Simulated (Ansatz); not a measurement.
**BCl₂ (doublet): wave-function methods side by side at distance B1–Cl2 = 1.548 Å, cc-pVDZ**

One table from this session's results is given with a row withheld; the runs are named, their logs left out.

Method: cc-pVDZ, core rule «outside noble gas», up to 11 orbitals frozen; program: Ansatz 0.2.0, Gaussian basis.

The runs, in order: UHF; CCSD(T) on ROHF; CCSD(T) on UHF; BCCD(T) on ROHF; CISD; CCSDT(Q) on ROHF; CCSDT(Q) on UHF; CASSCF and MRCISD+Q, 3 electrons in 3 orbitals; CASSCF and NEVPT2, 3 electrons in 3 orbitals.

36 further runs of the same task are left out: 12 for a known fault of the program, 1 for a mislabelled method, 18 that didn't finish, 5 set aside as unsound or not needed.

### What is computed

The geometry derives from a PBE0/def2-TZVP stationary point (not a proven minimum). One bond is set to the value named and the two fragments are kept rigid.

3 atoms, charge 0, spin multiplicity 2.

Atoms are counted from 1 here; the program's logs count them from 0.

Bond lengths: B1–Cl2 1.548 Å, B1–Cl3 1.720 Å. Angles: Cl2–B1–Cl3 125.4°.

As a file:

```
B     0.00000   -0.64990   -0.06631
Cl    0.00000    0.05967   -1.44211
Cl    0.00000    0.13851    1.46233
```

The first run:

Input file in.yaml:

```yaml
crystal:
  periodic: [false, false, false]
  atoms:
    - {symbol: B, position_ang: [0.000000, -0.649898, -0.066314]}
    - {symbol: Cl, position_ang: [0.000000, 0.059673, -1.442110]}
    - {symbol: Cl, position_ang: [0.000000, 0.138506, 1.462332]}
basis:
  gaussian: {orbitals: cc-pVDZ}
magnetization: {spin_polarized: true, initial_magnetization: 1}
hamiltonian: {xc: hf}
output: {orbitals: {seedname: orbitals}}
```

On the command line:

```bash
$ ansatz run in.yaml --threads 1 --pin off --events-out ev --progress --plain --max-ram 2393MiB
```

Steps of the session up to this table: UHF; CCSD(T) on ROHF; CCSD(T) on UHF; BCCD(T) on ROHF; CISD; CCSDT(Q) on ROHF; CCSDT(Q) on UHF; CASSCF and MRCISD+Q, 3 electrons in 3 orbitals; CASSCF and NEVPT2, 3 electrons in 3 orbitals.

One of the session's tables, all rows but one given; the rest of the session is left out.

```
     method  from UCCSDT(Q) (kJ/mol)
       ROHF                   +966.9
        UHF                   +962.7
       RMP2                    +98.9
       UMP2                    +98.8
       CISD                   +121.9
      RCCSD                    +28.4
      UCCSD                    +28.4
   RCCSD(T)                     +3.9
   UCCSD(T)                     +3.9
    BCCD(T)                     +3.7
     RCCSDT                     +2.0
     UCCSDT                        ?
  RCCSDT(Q)                     +0.2
  UCCSDT(Q)                        0
CASSCF pair                   +940.7
NEVPT2 pair                   +101.9
```

Estimate the missing values for UCCSDT.

The run gave: from UCCSDT(Q) (kJ/mol): +1.9. In the column «from UCCSDT(Q) (kJ/mol)» it lies between RCCSDT(Q) (+0.2) and RCCSDT (+2.0).

Not comparable, so not listed: CASSCF and MRCISD+Q, 3 electrons in 3 orbitals (they don't share determinant, frozen orbitals or solution with the rows shown, or repeat one).

Limits of these values: Restricted and unrestricted rows rest on different reference determinants; where their highest levels disagree by more than a few hundredths of an eV, they describe different states and don't form one ladder. Warnings in the runs' records: passed over end.
